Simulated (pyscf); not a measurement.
# Routes from `[InH]` [singlet] + `[H][H]`

Candidate steps break at most two bonds and form at most two. Each was searched with GFN2-xTB (tblite) first. Optimised with ωB97X-D3(BJ)/def2-SVP in PySCF. Energies: ωB97M-D3(BJ)/def2-TZVP, kcal/mol, from the separated reactants, singlet surface; ΔG‡ with ideal gas, 1 atm, RRHO with modes under 100 cm⁻¹ raised to 100, one conformer, R ln 2 for chiral ones without a mode under 150 cm⁻¹.

| products | type | ΔE‡ | ΔE | ΔG‡ 298 K | ΔG‡ 900 K | ν‡ (cm⁻¹) |
|---|---|---|---|---|---|---|
| InH [singlet] + H₂ | four-centre exchange | 19.4 | 0.0 | 26.0 | 41.8 | 1517i |
| InH₃ | insertion | 53.2 | -3.8 | 58.9 | 73.6 | 1438i |

Plain bond fissions and candidates not yet searched are not listed, and one of them may be faster. Each barrier is that of the saddle found; lower ones may exist. Elements past Kr carry the def2 core potentials, without spin-orbit coupling.
